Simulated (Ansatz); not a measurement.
# CH₂N+ (SMILES [CH+]=N): one structure at several levels

The task here is to estimate one member of a computed series from the others.

The runs use Ansatz 0.2.0, Gaussian basis; single points in def2-TZVPP.

Cores are frozen in the correlated methods.

## Where the work starts

SMILES `[CH+]=N`, 4 atoms, charge 1, spin multiplicity 1.

Atoms are counted from 1 here; the program's logs count them from 0.

Bond lengths: C1–N2 1.132 Å, C1–H3 1.072 Å, N2–H4 1.000 Å. Angles: N2–C1–H3 178.1°, C1–N2–H4 175.9°.

Coordinates:

```xyz
4

C     0.2419   -0.4109    0.2803
N    -0.2432    0.4442   -0.2811
H     0.7112   -1.2347    0.7800
H    -0.7121    1.2114   -0.7189
```

Set-up of the first run:

The input, run/in.yaml:

```yaml
crystal:
  periodic: [false, false, false]
  atoms:
    - {symbol: C, position_ang: [0.241900, -0.410900, 0.280300]}
    - {symbol: N, position_ang: [-0.243200, 0.444200, -0.281100]}
    - {symbol: H, position_ang: [0.711200, -1.234700, 0.780000]}
    - {symbol: H, position_ang: [-0.712100, 1.211400, -0.718900]}
basis:
  gaussian: {orbitals: def2-TZVPP}
total_charge: 1
correlation: {method: ccsd_t}
output: {forces: true}
```

The command line of these runs was not kept.

Among the steps run: CCSD(T)/def2-TZVPP; PBE0-D4/def2-TZVPP; wB97M-V/def2-TZVPP; r2SCAN-D4/def2-TZVPP; PBE-D4/def2-TZVPP; BLYP-D4/def2-TZVPP; r2SCANh-D4/def2-TZVPP.

One table of the session follows, with a row left open; its other results are not shown here.

```
    method  RMS force component (eV/Å)  angle to CCSD(T) forces (°)
   CCSD(T)                       0.316                    reference
   PBE0-D4                       0.492                        104.8
   wB97M-V                           ?                            ?
 r2SCAN-D4                       0.357                         92.8
    PBE-D4                       0.360                         30.9
   BLYP-D4                       0.346                         28.5
r2SCANh-D4                       0.474                        107.7
```

Estimate the missing values for wB97M-V.

As computed: RMS force component (eV/Å): 0.481; angle to CCSD(T) forces (°): 104.2. In the column «RMS force component (eV/Å)» it lies between r2SCANh-D4 (0.474) and PBE0-D4 (0.492).
